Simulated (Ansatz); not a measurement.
```yaml
crystal:
  periodic: [true, true, true]
  atoms:
    - {symbol: B, position_ang: [0.000000, -0.000000, -0.023523]}
    - {symbol: N, position_ang: [-0.000000, 0.000000, 1.291953]}
basis:
  gaussian: {orbitals: cc-pVTZ-DK, point_charges: [{charge: 2.00, position_ang: [4.620, 0.547, -0.836]}]}
magnetization: {spin_polarized: true, initial_magnetization: 2}
hamiltonian: {xc: {name: BHLYP}}
output: {forces: true}
```

```sh
$ ansatz run in.yaml --threads 2 --pin off --events-out ev --progress --plain --max-ram 20480MiB --backend cpu
```

Shortened log:

```
Error: YAML parse error: error: line 2 column 3: crystal: missing field `lattice` (a structure is typed as `lattice` and `atoms`, a molecule's as `atoms` in Å alone, or read from a run's directory, `checkpoint`)
 --> <input>:2:3
1 | crystal:
2 |   periodic: [true, true, true]
3 |   atoms:
4 |     - {symbol: B, position_ang: [0.000000, -0.000000, -0.023523]}
```

Something in this input is off. What?

The molecule is marked periodic without a cell. The program refused the input.
